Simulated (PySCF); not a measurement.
**Heteronuclear NMR**

Geometry:
```
atom   x (Å)   y (Å)   z (Å)
  C1  -2.387   0.521   0.200
  C2  -1.246   0.162   0.777
  C3   0.016   0.068  -0.002
  O4   0.057   0.310  -1.190
  C5   1.223  -0.342   0.761
  C6   2.405  -0.461   0.168
  H7  -3.314   0.594   0.755
  H8  -2.403   0.748  -0.861
  H9  -1.204  -0.073   1.836
 H10   1.106  -0.541   1.822
 H11   3.292  -0.760   0.712
 H12   2.496  -0.256  -0.894
```

Calculated, not measured (PySCF): couplings computed with B3LYP/pcJ-2 (without the spin–dipole term), shielding tensors at B97-2/pcSseg-2 (GIAO), coordinates at the PBE0-D3(BJ)/def2-TZVP level. Gas phase, no relativistic terms, one averaged value for each set of equivalent atoms, one conformer.

Problem. Predict the 17O NMR data.

Solution. 
| atoms | environment | σ (ppm) | δ (ppm) |
| --- | --- | --- | --- |
| O4 | ketone oxygen | -223.8 | 486.0 |

Shieldings were converted by a linear fit to measured shifts: 17O: δ = 274.03 − 0.947σ (rms 12.2 ppm, 99 shifts vs liquid water, solution or neat liquid). A few per cent of atoms miss by over 2 rms, more outside the fitted compound classes. Couplings are scaled by factors fitted to measured values: 3J(H,H) × 0.89 (rms 0.5 Hz), 2J(H,H) × 0.91 (rms 0.8 Hz); all others are unscaled and can be 10–30 % off.

Couplings (the largest are listed; each averaged over equivalent pairs; quadrupolar broadening usually hides them): 1J(C3,O4) = 34.0 Hz, 2J(C2,O4) = -2.6 Hz, 3J(C1,O4) = -3.2 Hz, 3J(O4,H9) = -1.7 Hz.

On a 600 MHz spectrometer 17O resonates near 81.3 MHz, so 1 ppm is 81.3 Hz.
